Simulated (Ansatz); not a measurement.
Input for Ansatz (development build ahead of 0.2.0):

```yaml
crystal:
  periodic: [false, false, false]
  atoms:
    - { symbol: C, position_ang: [0.01323, -0.0578, -0.709] }
    - { symbol: O, position_ang: [0.08101, -0.12167, 0.5929] }
    - { symbol: H, position_ang: [0.02318, 0.80142, 1.08794] }
    - { symbol: H, position_ang: [0.02642, -0.95783, -1.07135] }
    - { symbol: H, position_ang: [-0.34727, 0.8328, -1.26752] }
basis:
  gaussian: { orbitals: "6-31G" }
magnetization:
  spin_polarized: true
  initial_magnetization: 1
hamiltonian:
  xc: hf
correlation:
  method: mp2
  frozen_orbitals: { C: 1, H: 0, O: 1 }
```

The input is written out in the form of the current development build from the run's settings.

Output:

- Converged: yes
- Reference energy: -114.33755 hartree
- Correlation energy: -0.19542 hartree
- Total energy: -114.53296 hartree
- Spin squared of the determinant: 0.761
